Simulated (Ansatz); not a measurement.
Take Au in the fcc (Cu type) structure (space group Fm-3m, No. 225; a = 4.1572 Å) as the base.

All numbers come from PBE (Ansatz, a first-principles code), without spin-orbit coupling.

Modification: Cu takes the place of Au on all its sites; the structure is relaxed again.

Measured lattice parameter a: Au 4.062 Å (static lattice; corrected from measurement; as listed in Daniel Mejia-Rodriguez, S. B. Trickey, Phys. Rev. B (2018)); Cu 3.595 Å (static lattice; corrected from measurement; as listed in Gábor I. Csonka et al., Physical Review B (2009)).

Q: How well does PBE reproduce the measured shift?

A: With PBE the lattice parameter a moves by -0.527 Å (4.157 → 3.630) against -0.467 Å measured.

Stability against distortions was not tested. The final runs are not spin-polarised.
